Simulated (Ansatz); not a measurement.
# AlH2O (SMILES [O][AlH2]): levels of theory compared

Aim: a comparison of 6 runs (UB3LYP/STO-3G, UBHLYP/STO-3G, UCAM-B3LYP/STO-3G, UHSE06/STO-3G, USVWN5/STO-3G, UCCSD(T)/STO-3G) of AlH2O. 

Program for the calculation: Ansatz 0.2.0.

51 further runs of the same task are left out: 1 that didn't finish, 50 set aside as unsound or not needed.

## 1. Starting point

AlH2O: 4 atoms, total charge 0, spin state doublet. As SMILES, `[O][AlH2]`. The H3–Al2 distance was set to 2.368 Å, away from the relaxed value. At this shape a bond of the SMILES string is far longer than usual.

Bond lengths: O1–Al2 1.727 Å, Al2–H4 1.578 Å. Angles: O1–Al2–H4 115.8°.

## 2. The energy at UB3LYP/STO-3G (run 1)

The input, in.yaml:

```yaml
crystal:
  periodic: [false, false, false]
  atoms:
    - symbol: O
      position_ang: [0.643051, -0.660950, 1.899201]
    - symbol: Al
      position_ang: [0.591751, 0.225250, 0.417401]
    - symbol: H
      position_ang: [-1.149600, -0.360800, -1.076000]
    - symbol: H
      position_ang: [1.711551, 1.322150, 0.232501]
basis:
  gaussian:
    orbitals: STO-3G
magnetization:
  spin_polarized: true
  initial_magnetization: 1
accuracy: high
hamiltonian:
  xc: {name: B3LYP}
```

The run is started by

```sh
$ ansatz run in.yaml --threads 1 --pin off --max-ram 2610MiB --events-out events.jsonl --progress --plain --runs-dir runs
```

Log:

```text
Warning: RAYON_NUM_THREADS=1 ignored (pool sized by the plan → 1); use --threads N
Functional definition: B3LYP
  name "B3LYP"
  parameter a0 = 0.2
  parameter ax = 0.72
  parameter ac = 0.81
  exchange = (1 - a0 - ax)*slater_x + ax*b88_x + a0*exact_x
  correlation = (1 - ac)*vwn_rpa_c + ac*lyp_c
267 factors; integrals over basis functions are off by at most 2.6e-8 eV
mean field evaluation 1: about -8555.9368 eV, gradient 2.9e1 eV
mean field evaluation 2: about -8420.7110 eV, gradient 1.1e2 eV
mean field evaluation 4: about -8562.5918 eV, gradient 1.0e1 eV
mean field evaluation 8: about -8563.8237 eV, gradient 7.6e-2 eV
mean field evaluation 16: about -8563.7862 eV, gradient 1.4e-4 eV
mean field evaluation 32: about -8563.3902 eV, gradient 1.5e0 eV
mean field -8563.78617950 eV, -314.7133373539 hartree, gradient 3.5e-8 eV, S^2 0.842245; 4 other end points of the search recorded, 0 dependent functions left out
reference -8563.78620421 eV, -314.7133382621 hartree; 12, 11 occupied and 4, 5 virtual orbitals, 267 factors
Total energy: -8563.78620421 eV, -314.7133382621 hartree
```

Wall time 1.9 s (1 thread of Arm Neoverse V1, shared host); peak memory 0.12 GiB.

## 3. A single-point energy at UBHLYP/STO-3G (run 2)

The input, in.yaml:

```yaml
basis:
  gaussian:
    orbitals: STO-3G
crystal:
  periodic: [false, false, false]
  atoms:
    - {symbol: O, position_ang: [0.643051, -0.660950, 1.899201]}
    - {symbol: Al, position_ang: [0.591751, 0.225250, 0.417401]}
    - {symbol: H, position_ang: [-1.149600, -0.360800, -1.076000]}
    - {symbol: H, position_ang: [1.711551, 1.322150, 0.232501]}
magnetization:
  spin_polarized: true
  initial_magnetization: 1
hamiltonian:
  xc: {name: BHLYP}
accuracy: high
```

The run is started by

```sh
$ ansatz run in.yaml --threads 1 --pin off --max-ram 2610MiB --events-out events.jsonl --progress --plain --runs-dir runs
```

Log:

```text
Warning: RAYON_NUM_THREADS=1 ignored (pool sized by the plan → 1); use --threads N
Functional definition: BHLYP
  name "BHLYP"
  parameter a = 0.5
  exchange = (1 - a)*b88_x + a*exact_x
  correlation = lyp_c
267 factors; integrals over basis functions are off by at most 2.6e-8 eV
mean field evaluation 1: about -8551.6803 eV, gradient 3.0e1 eV
mean field evaluation 2: about -8433.1215 eV, gradient 1.1e2 eV
mean field evaluation 4: about -8561.9117 eV, gradient 7.8e0 eV
mean field evaluation 8: about -8562.6985 eV, gradient 1.7e-1 eV
mean field evaluation 16: about -8562.6802 eV, gradient 8.7e-4 eV
mean field evaluation 32: about -8562.6802 eV, gradient 7.9e-8 eV
mean field -8562.68015543 eV, -314.6726917188 hartree, gradient 7.9e-8 eV, S^2 1.018538; 3 other end points of the search recorded, 0 dependent functions left out
reference -8562.68017243 eV, -314.6726923436 hartree; 12, 11 occupied and 4, 5 virtual orbitals, 267 factors
Total energy: -8562.68017243 eV, -314.6726923436 hartree
```

Wall time 2.7 s (1 thread of Arm Neoverse V1, shared host); peak memory 0.12 GiB.

Runs 3 to 5 aren't shown in full; the table further down has their settings and results.

## 4. The energy at UCCSD(T)/STO-3G (run 6)

The input, job.yaml:

```yaml
crystal:
  periodic: [false, false, false]
  atoms:
    - symbol: O
      position_ang: [0.643051, -0.660950, 1.899201]
    - symbol: Al
      position_ang: [0.591751, 0.225250, 0.417401]
    - symbol: H
      position_ang: [-1.149600, -0.360800, -1.076000]
    - symbol: H
      position_ang: [1.711551, 1.322150, 0.232501]
basis:
  gaussian:
    orbitals: STO-3G
magnetization:
  spin_polarized: true
  initial_magnetization: 1
correlation:
  method: ccsd_t
  frozen_orbitals: {Al: 5, H: 0, O: 1}
accuracy: high
scf:
  omitted_lower_state_checks: [cluster_reference, increment]
```

The run is started by

```sh
$ ansatz run job.yaml --threads 1 --pin off --max-ram 2610MiB --events-out events.jsonl --progress --plain --runs-dir runs
```

Log:

```text
Warning: RAYON_NUM_THREADS=1 ignored (pool sized by the plan → 1); use --threads N
[... 16 lines left out ...]
6 core orbitals not correlated: weight in the atoms' cores, before any rotation towards them, 1.000 or more for the frozen orbitals, at most 0.000 for the correlated occupied ones
[... 57 lines left out ...]
Total energy: -8543.24265719 eV, -313.9583768340 hartree
Checks for a lower state left out: cluster_reference, increment
```

Wall time 0.42 s (1 thread of Arm Neoverse V1, shared host).

## 5. The series

| run | level | frozen core orbitals | energy (Eh) | ⟨S²⟩ | wall time |
| --- | --- | --- | --- | --- | --- |
| 1 | UB3LYP/STO-3G | – | -314.713338 | 0.842 | 1.9 s |
| 2 | UBHLYP/STO-3G | – | -314.672692 | 1.019 | 2.7 s |
| 3 | UCAM-B3LYP/STO-3G | – | -314.643271 | 0.916 | 2.4 s |
| 4 | UHSE06/STO-3G | – | -314.508631 | 0.868 | 2.5 s |
| 5 | USVWN5/STO-3G | – | -313.050986 | 0.780 | 0.93 s |
| 6 | UCCSD(T)/STO-3G | 6 | -313.958377 | 1.341 | 0.42 s |

## 6. What came out

| quantity | value |
| --- | --- |
| run 6: total energy | -313.95838 Eh |
| run 6: correlation energy (6 core orbitals frozen) | -86.5 mEh |
| run 6: (T) correction | -4.37 mEh |
| run 6: ⟨S²⟩ of the reference determinant | 1.341 |
| run 6: T1 diagnostic | 0.074 |

Totals of different functionals can't be ranked against each other. In runs 1, 2, 3, 4, 5, 6 the basis is minimal, so the values are rough. Spin contamination of the reference: run 6 ⟨S²⟩ = 1.34, run 2 ⟨S²⟩ = 1.02, run 3 ⟨S²⟩ = 0.92, run 4 ⟨S²⟩ = 0.87. All runs together took 11 s, the longest 2.7 s.
